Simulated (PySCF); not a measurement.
Simulated outer-valence photoelectron spectrum of `C#CC=C=O`. Theory: EOM-IP-CCSD/aug-cc-pVDZ in PySCF, restricted Hartree–Fock reference, 5 core orbitals frozen, non-relativistic, gas phase, PBE0-D3(BJ)/def2-SVP geometry.

Each root has a Gaussian of 0.4 eV full width with its one-hole share as area; cross sections and vibrations are left out, and the highest printed point is 100.

```csv
ionisation energy (eV),intensity
8.4,1
8.6,12
8.8,58
9.0,70
9.2,21
9.4,2
9.6,0
9.8,0
10.0,0
10.2,0
10.4,1
10.6,11
10.8,56
11.0,71
11.2,22
11.4,2
11.6,2
11.8,21
12.0,68
12.2,55
12.4,11
12.6,1
12.8,0
13.0,0
13.2,0
13.4,0
13.6,0
13.8,0
14.0,0
14.2,0
14.4,0
14.6,5
14.8,40
15.0,74
15.2,34
15.4,5
15.6,20
15.8,64
16.0,52
16.2,11
16.4,1
16.6,11
16.8,58
17.0,100
17.2,95
17.4,44
17.6,12
17.8,40
18.0,72
18.2,32
18.4,4
```

Where are the maxima, and how many lines lie under the curve?

7 maxima, at 8.9, 10.9, 12.1, 15.0, 15.9, 17.1 and 18.0 eV, from 8 lines. At this width some lines have no maximum of their own.

List the lines with their holes.

```
E (eV)  leading hole (HF orbital)  area  Koopmans (eV)
  8.93                       HOMO  0.96           9.17
 10.93                     HOMO-1  0.96          11.06
 12.07                     HOMO-2  0.94          12.82
 14.99                     HOMO-3  0.93          16.30
 15.87                     HOMO-4  0.88          18.15
 16.93                     HOMO-5  0.93          18.63
 17.22                     HOMO-6  0.93          19.07
 17.98                     HOMO-7  0.91          20.46
```

The widest gap, 2.92 eV, lies between 12.07 and 14.99 eV. Only orbitals with −ε under 21 eV, eight at most, were ionised, so the high end of the curve may lack lines.
